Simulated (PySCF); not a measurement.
**H2S2 (SMILES SS): wB97X-V/STO-3G**

Aim: the energy change on altering one bond length of H2S2 at wB97X-V/STO-3G, from 2 runs. Input form: a Python script.

The calculation is run with PySCF 2.14.0.

11 further runs of the same task are left out: 11 set aside as unsound or not needed.

## Step 1: Starting point

H2S2: 4 atoms, total charge 0, spin state singlet. As SMILES, `SS`. The shape is that of a PBE0-D4/def2-TZVP optimisation.

Bond lengths: S1–S2 2.046 Å, S1–H3 1.347 Å, S2–H4 1.347 Å. Angles: S1–S2–H4 98.6°, S2–S1–H3 98.6°.

## Step 2: The energy at wB97X-V/STO-3G

Contents of run.py:

```python
from pyscf import gto, dft

mol = gto.Mole()
mol.atom = [
    ('S', (0.784480, -0.789210, 0.166690)),
    ('S', (0.060220, 1.121560, 0.067360)),
    ('H', (-0.225420, -1.352590, 0.856880)),
    ('H', (-0.619290, 1.020250, -1.090950)),
]
mol.max_memory = 1860
mol.basis = 'sto-3g'
mol.verbose = 3
mol.spin = 0
mol.build()

myscf = dft.RKS(mol, xc='wb97x-v')
myscf.conv_tol = 1e-10
myscf.nlcgrids.level = 1
myscf.grids.level = 5
myscf.kernel()
if not myscf.converged:
    myscf = myscf.newton().run(myscf.mo_coeff, myscf.mo_occ)

energy = myscf.e_tot
print('Final energy', energy)
```

The run is started by

```bash
$ OMP_NUM_THREADS=1 python run.py
```

Log:

```text
converged SCF energy = -788.632274807842
Final energy -788.6322748078417
```

Run time: 13 s. Hardware: 1 thread of Arm Neoverse V1, shared host; peak memory 0.2 GiB.

## Step 3: The distorted shape at the same level

Contents of calc.py:

```python
from pyscf import gto, dft

mol = gto.M(
    atom='S 1.289444 -0.507512 -0.178415; S 0.565184 1.403258 -0.277745; H -0.225420 -1.352590 0.856880; H -0.114326 1.301948 -1.436055',
    verbose=3,
    spin=0,
    basis='sto-3g',
    max_memory=1860,
)

mf = dft.RKS(mol, xc='wb97x-v')
mf.grids.level = 5
mf.nlcgrids.level = 1
mf.conv_tol = 1e-10
mf.kernel()
if not mf.converged:
    mf = mf.newton().run(mf.mo_coeff, mf.mo_occ)

energy = mf.e_tot
print(f'total energy: {energy:.8f} hartree')
```

The run is started by

```bash
$ OMP_NUM_THREADS=1 python calc.py
```

Log:

```text
converged SCF energy = -788.523346312072
total energy: -788.52334631 hartree
```

It took 14 s on 1 thread of Arm Neoverse V1, shared host; peak memory 0.2 GiB.

## Step 4: What came out

Level: wB97X-V/STO-3G.

| quantity | value |
| --- | --- |
| first shape: total energy | -788.63227 Eh |
| first shape: dipole moment | 1.18 D |
| first shape: HOMO energy | -6.45 eV |
| first shape: LUMO energy | 6.88 eV |
| first shape: HOMO–LUMO gap | 13.33 eV |
| distorted shape: total energy | -788.52335 Eh |
| distorted shape: dipole moment | 0.93 D |
| distorted shape: HOMO energy | -6.32 eV |
| distorted shape: LUMO energy | 3.46 eV |
| distorted shape: HOMO–LUMO gap | 9.79 eV |
| energy change with the S1–H3 bond stretched from 1.347 to 2.020 Å | 2.964 eV |

With the S1–H3 bond stretched from 1.347 to 2.020 Å the energy rises by 2.96 eV (286 kJ/mol). The first shape isn't relaxed at this level, so the change isn't measured from a minimum. The minimal basis adds a large error of its own.
